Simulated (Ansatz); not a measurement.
A single point on `FC1(F)C=C1`.

```yaml
crystal:
  periodic: [false, false, false]
  atoms:
    - {symbol: F, position_ang: [-0.117878, -1.814169, 0.277335]}
    - {symbol: C, position_ang: [0.289654, -0.522265, 0.304158]}
    - {symbol: F, position_ang: [1.388781, -0.492233, 1.095894]}
    - {symbol: C, position_ang: [-0.634136, 0.578919, 0.226162]}
    - {symbol: C, position_ang: [0.125882, 0.360914, -0.820675]}
    - {symbol: H, position_ang: [-1.406320, 1.171635, 0.690282]}
    - {symbol: H, position_ang: [0.415318, 0.649099, -1.818755]}
basis:
  gaussian: {orbitals: def2-QZVPP}
correlation: {method: mp2}
```

```sh
$ ansatz run in.yaml --threads 2 --pin off --events-out ev --progress --plain --max-ram 4352MiB
```

It prints (some lines left out):

```
Functional definition: HF
2129 factors; integrals over basis functions are off by at most 7.5e-4 eV
mean field evaluation 1: about -8533.2135 eV, gradient 3.6e1 eV
mean field evaluation 2: about -8533.3597 eV, gradient 3.6e1 eV
mean field evaluation 4: about -8536.0115 eV, gradient 3.7e0 eV
mean field evaluation 8: about -8536.0528 eV, gradient 2.1e-1 eV
mean field -8536.05302728 eV, -313.6941628081 hartree, gradient 2.4e-6 eV, S^2 0.000000; 0 other end points of the search recorded, 0 dependent functions left out
5 core orbitals not correlated: weight in the atoms' cores, before any rotation towards them, 1.000 or more for the frozen orbitals, at most 0.000 for the correlated occupied ones
reference -8536.05302728 eV, -313.6941628081 hartree; 14, 14 occupied and 326, 326 virtual orbitals, 2129 factors
second order -28.20832957 eV of doubles, -0.00000000 eV of singles
Total energy: -8564.26135686 eV, -314.7307997996 hartree
```

Run time 13 s (2 threads of an Arm Neoverse V2 on a shared host); peak host memory 1.4 GiB.
